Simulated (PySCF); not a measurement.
Species: C4H6O2.
Structure used (GFN2-xTB), in Å, numbered top down from 1:
```xyz
12
C4H6O2 angstrom
C      1.6447    0.3582    0.1214
C      0.3808   -0.0448    0.0020
C      0.0129   -1.4226    0.3632
O     -1.1060   -1.8732    0.3282
C     -0.7358    0.8410   -0.5056
O     -1.8694    0.8341    0.3179
H      1.9470    1.3622   -0.1240
H      2.4178   -0.3085    0.4680
H      0.8689   -2.0457    0.6845
H     -0.3995    1.8792   -0.5608
H     -0.9965    0.5047   -1.5241
H     -2.1636   -0.0852    0.4033
```

Level of theory: TDDFT B3LYP/def2-SVPD, vertical, gas phase, core orbitals frozen in the response (PySCF).

```json
{"state": "S1", "E (eV)": "3.66", "E (kJ/mol)": "353", "λ (nm)": "338.6", "f": "0.0006", "|μ| (D)": "0.22", "main configurations (H = HOMO, L = LUMO)": "H→L (77%), H-1→L (19%)"}
{"state": "S2", "E (eV)": "4.35", "E (kJ/mol)": "420", "λ (nm)": "285.1", "f": "0.0009", "|μ| (D)": "0.23", "main configurations (H = HOMO, L = LUMO)": "H-1→L (75%), H→L (22%)"}
{"state": "S3", "E (eV)": "5.77", "E (kJ/mol)": "556", "λ (nm)": "215.0", "f": "0.191", "|μ| (D)": "2.96", "main configurations (H = HOMO, L = LUMO)": "H-2→L (75%), H-3→L (15%)"}
{"state": "S4", "E (eV)": "6.43", "E (kJ/mol)": "620", "λ (nm)": "192.9", "f": "0.113", "|μ| (D)": "2.16", "main configurations (H = HOMO, L = LUMO)": "H-3→L (75%), H-2→L (14%)"}
{"state": "S5", "E (eV)": "6.66", "E (kJ/mol)": "643", "λ (nm)": "186.2", "f": "0.0048", "|μ| (D)": "0.43", "main configurations (H = HOMO, L = LUMO)": "H→L+1 (61%), H→L+2 (27%)"}
{"state": "S6", "E (eV)": "7.02", "E (kJ/mol)": "677", "λ (nm)": "176.7", "f": "0.0044", "|μ| (D)": "0.41", "main configurations (H = HOMO, L = LUMO)": "H-1→L+1 (64%), H-1→L+2 (22%)"}
{"state": "S7", "E (eV)": "7.13", "E (kJ/mol)": "688", "λ (nm)": "174.0", "f": "0.022", "|μ| (D)": "0.90", "main configurations (H = HOMO, L = LUMO)": "H→L+2 (63%), H→L+1 (27%)"}
{"state": "S8", "E (eV)": "7.39", "E (kJ/mol)": "713", "λ (nm)": "167.8", "f": "0.0046", "|μ| (D)": "0.41", "main configurations (H = HOMO, L = LUMO)": "H-1→L+2 (66%), H-1→L+1 (23%)"}
```

Triplets (Tamm–Dancoff): T1 3.20 eV, H→L (65%), H-1→L (30%); T2 3.61 eV, H-2→L (80%), H-1→L (11%); T3 4.29 eV, H-1→L (54%), H→L (30%), H-2→L (14%).

The lowest singlet lies at 3.66 eV (339 nm, ultraviolet) and is very weak; its leading configuration is HOMO→LUMO (77%). The most intense listed level is S3 at 5.77 eV (215 nm, f = 0.191), 2.10 eV above S1. Löwdin shares by element: HOMO oxygen 62%, carbon 18% or more (atoms not listed hold the other 21%); LUMO carbon 65% or more, oxygen 24% or more. The oscillator strengths of these states sum to 0.342; summed over the whole spectrum of an exact calculation they would give the number of electrons, 46 (Thomas–Reiche–Kuhn). Orbital energies (eV): HOMO-3 -9.77, HOMO-2 -8.43, HOMO-1 -7.87, HOMO -7.60, LUMO -2.47, LUMO+1 0.24, LUMO+2 0.36. Weighted by f, the mean energy of these states is 6.12 eV. No computed singlet lies in the visible range (380 to 750 nm); the lowest, at 339 nm, stands 0.40 eV above its violet end (3.26 eV); a Tamm–Dancoff triplet lies at 388 nm, without intensity as long as spin–orbit coupling is left out. Only the lowest 8 singlets were computed, as vertical energies without vibronic structure.

One conformer stands for the species.
